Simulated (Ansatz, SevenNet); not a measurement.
For hcp Y, the machine-learned potential SevenNet-0 (trained on PBE and PBE+U data) gives:

- lattice parameter a: 3.585 Å
- c axis length: 5.848 Å

Problem. What does r²SCANh in Ansatz (plane waves, PAW) give for the same quantities?

Solution. 
- lattice constant a: 3.697 Å (goes up by 3.1 %)
- lattice parameter c: 5.690 Å (drops by 2.7 %)

For comparison: lattice constant a 3.648 Å (measured, 293 K, not corrected to a static lattice; as tabulated in Wikipedia's data pages); lattice parameter c 5.732 Å (measured, 293 K, not corrected to a static lattice; as tabulated in Wikipedia's data pages).

Changes are worked out from the printed values.

Unless a cell is named, each level is at its own relaxed cell (SevenNet-0 32.54, r²SCANh 33.67 Å³/atom).

The crystal itself was run without spin with r²SCANh; a magnetic state was not tried in these runs.

Ansatz's density-functional and Hartree–Fock values are scalar-relativistic unless marked +SOC, with PAW data made under PBE.

Ansatz is a first-principles code.
